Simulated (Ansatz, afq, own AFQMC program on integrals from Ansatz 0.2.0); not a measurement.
**SiH3, doublet: AFQMC among the cluster methods**

```xyz
4

Si    0.0001   -0.0001   -0.0654
H     2.1159    0.0218    0.6116
H    -1.0780    1.8239    0.6025
H    -1.0417   -1.8432    0.6078
```

Basis 6-31G. Noble-gas cores (and the filled d shells of Ga–Kr and In–Xe) are frozen. Integrals, coupled cluster, full CI and functionals: Ansatz 0.2.0; the random walks run on the same integrals in our own AFQMC program. The CISD trial takes its coefficients from CCSD amplitudes. Released means that phaseless walkers are propagated on without the constraint, phases kept. ± is one standard error of the sampling.

Determinant: ROHF, the one that the program's search chose, which needn't be the lowest solution. The geometry is a point of a scan.

Full CI on the same integrals is exact in this basis and with this determinant's frozen core.

Cautions: a spin-contaminated unrestricted determinant lies lower (UHF 778 meV lower, ⟨S²⟩ 1.48); the released energies have errors that jump between times, so the bars are unsure, so no released level is given (meV from the phaseless value at times in 1/Eh: -2 ± 4 at 0.24, -4 ± 4 at 0.51, 11 ± 24 at 0.99, -17 ± 3 at 1.62, -29 ± 3 at 2.40).

- T1 diagnostic: 0.0295
- weight of the determinant in the CISD state: 0.816
- size of the correlated space: 7 electrons in 14 orbitals

| level | correlation energy (eV) |
| --- | --- |
| MP2 | -2.1337 |
| CCSD | -3.3982 |
| CCSD(T) | -3.5265 |

**Question.** Estimate where phaseless AFQMC with the Hartree–Fock trial lies against CCSD(T) on the same integrals.

**Answer.** 9.72 ± 0.60 kcal/mol above CCSD(T).

Reference: full CI, correlation energy -3.600 eV.

| level | E − E(reference) (kcal/mol) | share of correlation (%) |
| --- | --- | --- |
| CCSD(T) | 1.70 | 97.96 |
| CCSDT | 0.13 | 99.84 |
| CCSDT(Q) | 0.04 | 99.95 |
| CCSDTQ | 0.00 | 100.00 |
| ph-AFQMC/HF | 11.42 ± 0.60 | 86.25 |
| ph-AFQMC/CISD | 1.18 ± 0.09 | 98.58 |

CCSDT and higher add their correlation energy to the determinant of the CCSD(T) run, since their own runs factorise the integrals more tightly (a shift of under 2 meV). A walk keeps the symmetry of its determinant, which the program's search chose and which needn't be the lowest solution, so a lower state of the same spin and another symmetry isn't excluded.
